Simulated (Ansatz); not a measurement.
This geometry of C2H5Si (8 atoms, charge 0, multiplicity 2) is a first-order saddle point.

The calculation used Ansatz, UKS PBE-D4/6-31G*.

```xyz
8
Properties=species:S:1:pos:R:3
C -0.321 1.080 -0.849
C -0.390 0.313 0.276
Si 0.561 -1.207 0.606
H 0.344 0.832 -1.685
H -0.932 1.981 -0.967
H -1.083 0.626 1.070
H 1.532 -1.737 -0.393
H 0.381 -1.945 1.887
```

Question: Which two structures does it join? (They come from a converged band through this point; their orientation in space is the band's.)

Answer: No bond is made or broken. The height of Si3 over the plane of its neighbours goes from -0.45 to 0.45 Å. The two ends are copies of one structure, up to a mirror image or an exchange of like atoms.

Image 0:

```xyz
8
Properties=species:S:1:pos:R:3
C -0.413 0.944 -0.890
C -0.358 0.349 0.327
Si 0.896 -0.921 0.818
H 0.269 0.668 -1.703
H -1.147 1.725 -1.123
H -1.064 0.688 1.099
H 1.544 -1.573 -0.372
H 0.366 -1.938 1.788
```

Image 8:

```xyz
8
Properties=species:S:1:pos:R:3
C -0.221 1.094 -0.778
C -0.463 0.268 0.270
Si 0.234 -1.438 0.436
H 0.464 0.816 -1.589
H -0.690 2.081 -0.863
H -1.173 0.607 1.039
H 1.445 -1.645 -0.431
H 0.496 -1.840 1.860
```

Question: How far does it lie above each of them?

Answer: 0.129 eV above the first and 0.129 eV above the second. This is the barrier of this one path; another mechanism may lie lower.

The run took 85 s on 1 thread of AMD EPYC 7R43 64-Core Processor (Zen 3) (shared host), peak memory 0.14 GiB.
